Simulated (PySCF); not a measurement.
## Computed spin Hamiltonian

C2H5 (doublet state).
Geometry (PBE0-D3(BJ)/def2-SVP, Å), atoms numbered from 1 in this order:
```
atom  x, y, z in Å
C1     0.854   -0.126   -0.024
C2    -0.609    0.104   -0.015
H3     1.566    0.702    0.008
H4     1.258   -1.142   -0.002
H5    -1.071   -0.201    0.946
H6    -0.866    1.161   -0.174
H7    -1.125   -0.488   -0.792
```

Identity: `C[CH2]` [radical].

The calculation used UKS B3LYP, IGLO-III on C, pcH-1 on H, non-relativistic, mean-field spin-orbit, GIAO in PySCF. Isolated species at its PBE0-D3(BJ)/def2-SVP geometry, gas phase.

```json
{"g1, g2, g3": "2.00219, 2.00281, 2.00298", "g_iso": "2.00266", "Form of g": "rhombic: the two nearest values differ by 22 % of g3 − g1", "⟨S²⟩": "0.7541 (exact 0.7500)", "α and β electrons": "9, 8", "Total energy": "-79.19297 Eh"}
```

Hyperfine couplings atom by atom, in MHz; T1 to T3 are the principal values of the dipolar part; ρ(0) is the spin density at the nucleus:

```csv
atom,isotope,a_iso,T1,T2,T3,Mulliken spin population,ρ(0) (bohr⁻³)
C1,13C,86.3,-79.5,-78.6,158.2,1.10,0.0768
C2,13C,-34.1,-2.8,0.8,2.0,-0.10,-0.0304
H3,1H,-66.1,-38.8,0.3,38.5,-0.05,-0.0148
H4,1H,-63.8,-38.3,-0.4,38.6,-0.05,-0.0143
H5,1H,147.4,-5.3,-3.3,8.6,0.06,0.0330
H6,1H,7.6,-4.6,-3.7,8.4,0.00,0.0017
H7,1H,97.4,-5.0,-3.8,8.8,0.04,0.0218
```

Largest spin populations (Mulliken): C1 (+1.10), C2 (-0.10) and H5 (+0.06). C1 is the only atom above +0.15. The positive populations add up to 1.20 and the negative ones to -0.20, together 2S = 1. The angles at C1 add up to 359.9°, so it is planar; its axial dipolar tensor and the negative couplings of its protons fit spin in a p orbital normal to that plane.

Axes: g2 points within 3° of the C1–C2 bond.

Under fast tumbling the dipolar parts average out, and these isotropic splittings remain: 3 × 1H (H5/H6/H7, I = 1/2, 4 lines) with 3.00 mT and 2 × 1H (H3/H4, I = 1/2, 3 lines) with 2.32 mT.

Class means assume fast exchange of nuclei equivalent by connectivity; if that motion is slow, each nucleus keeps its own coupling. The three 1H nuclei of mean +84.2 MHz run from 7.6 to 147.4 MHz in the frozen geometry.

The 13C coupling of C1 (86.3 MHz) shows only in satellite lines or after enrichment, since that isotope makes up about 1.07 % of natural carbon.

On x86-64 server, one thread, no GPU (shared host), this took 6.5 s.
